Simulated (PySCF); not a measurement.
System: rock-salt NaCl. Method: G0W0@Hartree–Fock in PySCF (GTH pseudopotentials, Gaussian basis, analytic continuation).

The same calculation (at the measured cell, 22.427 Å³/atom) with different numerical settings; throughout: k mesh 2×2×2:

```csv
run,basis,gap over the k-points evaluated (eV),rough time
1,DZ,10.220,70 core-s
2,TZ,10.038,6 core-min
3,QZ,9.969,10 core-min
```

In the column gap over the k-points evaluated (eV) the first row differs from the last by +0.251 and the next to last by +0.069.

The last row is no converged limit: other settings stay fixed.
